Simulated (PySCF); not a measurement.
## Calculated properties of `C=CC(=C)[O-]`

C4H5O (charge -1).
Bonds: C1–C2 (double), C2–C3, C3–C4 (double), C3–O5. Hydrogens: H6, H7 on C1; H8 on C2; H9, H10 on C4.

**GFN2-xTB geometry**

```yaml
Point_group_of_the_GFN2-xTB_geometry: Cs
Rotational_constants_A_B_C_of_the_GFN2-xTB_geometry: 10.400, 4.381, 3.082 GHz
```

**PBE0/pcSseg-1 ground state and GIAO shieldings, non-relativistic (PySCF)**

```yaml
HOMO_energy: 0.24 eV
LUMO_energy: 4.66 eV
HOMO–LUMO_gap: 4.42 eV
Lowest_Hirshfeld_atomic_charge: -0.45 e on O5
Highest_Hirshfeld_atomic_charge: +0.01 e on C3/H6/H8
13C_chemical_shifts_computed_TMS_as_zero_by_class: 171.8 (C3), 156.2 (C2), 103.7 (C1), 68.8 (C4) ppm
1H_chemical_shifts_computed_TMS_as_zero_by_class: 6.30 (H8), 5.21 (H6), 4.06 (H7), 2.71 (H10), 2.65 (H9) ppm
Isotropic_shieldings_of_nuclei_other_than_C_and_H_by_class: 59 (O5) ppm
Mayer_bond_orders_between_heavy_atoms: C1–C2 1.92, C2–C3 0.94, C3–C4 1.51, C3–O5 1.73
```

Monoisotopic mass of the ion (most abundant isotopes, electron mass counted): 69.0346 u.

With B = h/(8π²I), that is 505.379 GHz u Å² over I, the principal moments of inertia are 48.6, 115.4 and 164.0 u Å² (most abundant isotopes). The rotational constants make it an asymmetric top with κ = (2B − A − C)/(A − C) = -0.65, nearer the prolate limit (−1).

Isolated species at its GFN2-xTB geometry (one conformer only). The HOMO energy is positive, so at this level the finite basis confines the outermost electrons. No diffuse functions stand in pcSseg-1, which bears on an anion's orbital energies.

Conformer computed: `[CH2:1]=[CH:2][C:3](=[CH2:4])[O-:5]`: C1–C2–C3–C4 180°.
